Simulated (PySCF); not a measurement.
BH2Me, CH₅B.
SMILES: `[H]B([H])C`

The closed-shell ground state was solved at several levels (PySCF, density fitting, gas phase, non-relativistic). Isolated species at its PBE0-D3(BJ)/def2-SVP geometry, gas phase.

| level | basis functions | HOMO (eV) | LUMO (eV) | gap (eV) | dipole (D) |
| --- | --- | --- | --- | --- | --- |
| B3LYP/pcJ-1 | 104 | -8.83 | -1.47 | 7.36 | 0.68 |
| wB97X-D/pcSseg-1 | 59 | -10.94 | 0.74 | 11.68 | 0.64 |
| PBE0/pcSseg-1 | 59 | -8.98 | -1.21 | 7.77 | 0.69 |

Task: What might CAM-B3LYP/def2-SVPD (80 basis functions) give for the same quantities?

Result: HOMO -10.45 eV, LUMO -0.09 eV, gap 10.36 eV, dipole 0.69 D.

Task: Over all these levels, which gives the widest orbital gap and which the narrowest?

Result: wB97X-D/pcSseg-1 (range-separated hybrid) has the widest, 11.68 eV, and B3LYP/pcJ-1 (global hybrid, 20 % exact exchange) the narrowest, 7.36 eV. Functional and basis both differ between the two, so the spread mixes both effects.

Task: How far do the dipole and the HOMO energy spread over the levels?

Result: The dipole runs from 0.64 to 0.69 D (mean 0.67 D) and the HOMO from -10.94 to -8.83 eV.
